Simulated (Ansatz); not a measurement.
# fcc Al

Calculation: HSE06 in Ansatz (plane waves, PAW).

Settings: plane-wave cutoff 500 eV, 10×10×1 k mesh (along the axes of the cell as run), Fermi–Dirac smearing 0.1 eV, scalar-relativistic PAW data made under PBE.

Cell: relaxed with r²SCAN.

```
Property                             Result
--------------------------------  ---------
surface energy of the (100) face  0.98 J/m²
work function of the (100) face     4.30 eV
```

Note: exact exchange on metals is sensitive to the k mesh and can open a false gap.

The slab of 6 atoms is relaxed and unreconstructed.

The computed numbers hold no vibrational or temperature effects.

It cost around 4 core-minutes (rough) of CPU time.

Ansatz is a quantum-chemistry and plane-wave program.
